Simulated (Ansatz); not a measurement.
System: rock-salt SnTe (cubic form, which distorts at low temperature). Method: r²SCAN+rVV10 in Ansatz (PAW).

Total energies, extrapolated to zero smearing (they compare only within this program, potentials and cutoff):

```json
[
 {"system": "rock-salt SnTe (cubic form, which distorts at low temperature), relaxed", "energy (eV/atom)": "-6515.0303"},
 {"system": "white tin (β-Sn)", "energy (eV/atom)": "-6036.6124"},
 {"system": "trigonal Te", "energy (eV/atom)": "-6992.8138"}
]
```

### Question
Work out the formation enthalpy per atom.

### Answer
ΔH_f ≈ ΔE = -6515.0303 − [1 × (-6036.6124) + 1 × (-6992.8138)]/2 = -0.317 eV/atom (0 K, no vibrations). The reference value is -0.315 ± 0.004 eV/atom (measured, 298 K, copied from a table, unchecked, not corrected to a static lattice; as tabulated in Wang et al. (2021), doi:10.1038/s41598-021-94550-5), a difference of -0.002 eV/atom.

Spin–orbit coupling is left out; its size isn't shown.

The PAW data were made under PBE.

Note: symmetry holds this phase in the static calculation, where it need not be a minimum.

Ansatz is a first-principles code.
